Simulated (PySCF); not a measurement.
What does the PBE0-D3(BJ)/def2-SVP structure of `c1cc[pH]c1` look like in three dimensions?

Z-matrix in Å and degrees, rows numbered from 1:
```
C 
C   1  1.4535
C   2  1.3575  1  114.15
P   3  1.8035  2  109.88  1    -7.45
C   1  1.3576  2  114.23  3    -0.04
H   1  1.0935  2  122.11  3   179.72
H   2  1.0935  1  122.16  3  -179.78
H   3  1.0910  2  125.03  1  -179.12
H   4  1.4268  3  101.79  2   111.93
H   5  1.0911  1  125.03  2   179.03
```

The 5-membered ring C1–C2–C3–P4–C5 has internal angles of 90.7° to 114.2° (sum 539°, against 540° for a flat polygon); it is slightly puckered (a soft mode that the optimisation may not have finished), 0.05 Å rms from its mean plane, widest ring torsion 10°. The C–C distances run from 1.357 Å (C2–C3, drawn aromatic) to 1.454 Å (C1–C2, drawn aromatic), a spread of 0.097 Å. P4 (ring phosphorus) is pyramidal (angles 101.8°, 101.8° and 90.7°, sum 294.3°, 0.80 Å off the plane of its three neighbours).

Computed, not measured: PBE0-D3(BJ)/def2-SVP geometry optimisation, gas phase in PySCF 2.14.0.

Point group: Cs (every atom within 0.08 Å of its image). Whether it is a minimum is left open (no frequencies). The numbers are those of one conformer.
